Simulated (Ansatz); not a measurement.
# 1T (CdI2-type) ZrSe2

All values below come from PBE-D4 in Ansatz (PAW).

Numerical settings: plane-wave cutoff 500 eV, 12×12×8 k mesh (along the axes of the cell as run), Fermi–Dirac smearing 0.05 eV, scalar-relativistic PAW data made under PBE.

Cell (relaxed at this level):

```
ZrSe2
1.0
    1.87555    -3.24854     0.00000
    1.87555     3.24854     0.00000
    0.00000     0.00000     6.12533
Zr Se
1 2
Direct
  0.00000   0.00000   0.00000
  0.33333   0.66667   0.26033
  0.66667   0.33333   0.73967
```

```
Item                           Result
--------  ---------------------------
band gap  0.16 eV (on the SCF k mesh)
```

Measured, for comparison: band gap 1.18 eV (temperature not stated, no zero-point or thermal correction, fundamental, indirect, our sources range from 0.90 to 1.20; as tabulated in Rybak et al. (2022), arXiv:2210.12074).

Spin–orbit coupling is not included.

Computed values are for the static lattice.

The result took around 2.2 core-minutes (rough).

Ansatz is a program for electronic structure.
